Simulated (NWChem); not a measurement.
formaldehyde (CH2O); SMILES C=O

All runs: NWChem. Each level has its own optimisation. Computed dipoles belong to the equilibrium geometry; the measured one is vibrationally averaged.

Measured dipole moment: 2.33 D (NIST CCCBDB, as tabulated in the package chemicals).

```tsv
level	dipole moment (D)	computed − measured
Hartree-Fock/STO-3G	1.54	-0.79
Hartree-Fock/def2-SVP	?	?
Hartree-Fock/def2-SVPD	?	?
Hartree-Fock/def2-TZVP	2.68	+0.35
Hartree-Fock/def2-TZVPD	2.71	+0.38
Hartree-Fock/def2-TZVPP	2.68	+0.35
```

Task: What belongs in the gaps?

Result: 
- Hartree-Fock/def2-SVPD, dipole moment (D): 2.76
- Hartree-Fock/def2-SVPD, computed − measured: +0.43
- Hartree-Fock/def2-SVP, dipole moment (D): 2.64
- Hartree-Fock/def2-SVP, computed − measured: +0.31
